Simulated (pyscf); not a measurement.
Single points on ωB97X-D3(BJ)/def2-SVP structures (PySCF, gas phase). MP2 and CC: frozen core, UHF for open shells. ΔMP2 is the change of the MP2 total energy from the triple- to the quadruple-zeta basis.

Question: `[OH][GaH][Cl]` → `[OH][Ga]` [singlet] + `[ClH]`
Surface: singlet. Broken: Cl–Ga, Ga–H. Formed: Cl–H. Give ΔE‡ and ΔE from CCSD(T)/def2-TZVPP + ΔMP2(QZVPP), relative to the reactant's lowest minimum found.

Answer: ΔE‡ = 239.7 kJ/mol, ΔE = +131.6 kJ/mol. Zero-point energy shifts the barrier by -8.9 kJ/mol. It is a 1,1-elimination, with an imaginary mode of 1207i cm⁻¹. On the reactant side the descent ends in a point that may be a rotor saddle (no frequency run), 6.7 kJ/mol over the lowest minimum found and 247.9 kJ/mol under the saddle at ωB97X-D3(BJ)/def2-TZVP. At ωB97X-D3(BJ)/def2-TZVP the barrier from the zero used here is 254.6 kJ/mol. This is the saddle that the search found; another between the same sides may lie lower. The CCSD(T) − MP2 part came from Ansatz, without density fitting, on the same reference. The frozen core leaves the outer d or s,p core shells of the metals and heavy elements correlated in the MP2 and CC values, and def2-TZVPP describes them poorly, which can shift differences by a few kcal/mol. Elements up to Kr have no core potential and no relativistic terms here.
